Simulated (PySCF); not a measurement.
Stepwise substitution at one centre (Al F-I). All species are isolated molecules in the gas phase. Strings in code marks are SMILES.

Computed with PySCF with PBE-D3(BJ)/def2-TZVP // B3LYP-D3(BJ)/def2-TZVP. Excitations are Tamm–Dancoff values on a coarser integration grid. The basis has no diffuse functions, so Rydberg states are missing or too high.

```tsv
species	HOMO–LUMO gap (eV)	HOMO (eV)	S1 oscillator strength	dipole moment (D)	S1 excitation (TDA) (eV)
0 of 3 F replaced by I (`[F][Al]([F])[F]`)	7.20	-9.62	0.000	0.00	(withheld)
1 of 3 F replaced by I	4.75	-7.21	0.012	1.14	(withheld)
2 of 3 F replaced by I (`[F][Al]([I])[I]`)	4.29	-6.88	0.010	0.99	4.43
3 of 3 F replaced by I (`[I][Al]([I])[I]`)	(withheld)	-6.62	0.000	(withheld)	(withheld)
```

### Question
Complete the blanks.

### Answer

- 0 of 3 F replaced by I (`[F][Al]([F])[F]`), S1 excitation (TDA) (eV): 7.28
- 1 of 3 F replaced by I, S1 excitation (TDA) (eV): 4.89
- 3 of 3 F replaced by I (`[I][Al]([I])[I]`), HOMO–LUMO gap (eV): 3.87
- 3 of 3 F replaced by I (`[I][Al]([I])[I]`), dipole moment (D): 0.00
- 3 of 3 F replaced by I (`[I][Al]([I])[I]`), S1 excitation (TDA) (eV): 4.00
